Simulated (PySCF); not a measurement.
# AlFH5N: the cost of one run

Programs: PySCF 2.14.0, with density-fitted response routines of our own. Each step states its level of theory. These are calculated values for one molecule in the gas phase, unless marked as measured. Atoms are numbered from 0 throughout.

### Step 1. Starting geometry

8 atoms, charge 0, multiplicity 1; geometry from: GFN2-xTB. The atoms were then displaced at random by about 0.01 Å, so the start is not that level's minimum.

Bonds of the start (Å): N0–Al1 2.05, Al1–F2 1.66, N0–H3 1.02, N0–H4 1.05, N0–H5 1.00, Al1–H6 1.55, Al1–H7 1.54.

### Step 2. Optimising the geometry at PBE0-D3(BJ)/def2-SVP

Job settings and geometry (Å):

```
{"job": {"xc": "PBE0", "basis": "def2-SVP", "d3": "d3bj", "grid": 1, "shake": 0.01, "kind": "geom"}, "charge": 0, "multiplicity": 1}
N     -0.968530    -0.044750    -0.060650
Al     1.076400    -0.065320     0.045870
F      1.198440     1.560380     0.360600
H     -1.313390     0.328490     0.820590
H     -1.253580     0.641890    -0.798510
H     -1.439950    -0.902710    -0.271010
H      1.450420    -0.520000    -1.382630
H      1.305320    -1.017090     1.233270
```

Launch:

```bash
OMP_NUM_THREADS=1 python probes_run.py task.json out
```

The driver reads the jobs from task.json and runs them one after another.

Q: Estimate the wall time and peak memory of this first job on 1 thread of Arm Neoverse N1, shared host.

About 19 s, with a peak of 0.31 GiB.
